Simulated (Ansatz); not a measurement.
Electronic dielectric constant ε∞ along a series of related solids, from LDA (Ansatz, a program for electronic structure, PAW); PBE (PAW; Ansatz).

```json
[
 {"solid": "rock-salt LiCl", "LDA": "3.18", "PBE": "2.94", "measured": "2.75‡"},
 {"solid": "rock-salt NaCl", "LDA": "2.67", "PBE": "2.48", "measured": "2.33‡"},
 {"solid": "rock-salt KCl", "LDA": "2.51", "PBE": "2.28", "measured": "2.17‡"},
 {"solid": "rock-salt RbCl", "LDA": "2.52", "PBE": "2.28", "measured": "2.18‡"}
]
```

PBE less measured, from the printed values: rock-salt LiCl +6.9 %, rock-salt NaCl +6.4 %, rock-salt KCl +5.1 %, rock-salt RbCl +4.6 %.

Members of the series are missing where a level wasn't run or failed, where a doubt is noted on the run or the magnetic state, for phases of high temperature or layered ones, and where values are held back for tests.

Each level is taken at its own relaxed cell. Ansatz's density-functional and Hartree–Fock values are scalar-relativistic unless marked +SOC, with PAW data made under PBE.

Measured values are for low temperature or corrected to a static lattice; ‡ marks uncorrected values at room or unstated temperature. References as tabulated in Li (1976), doi:10.1063/1.555536.
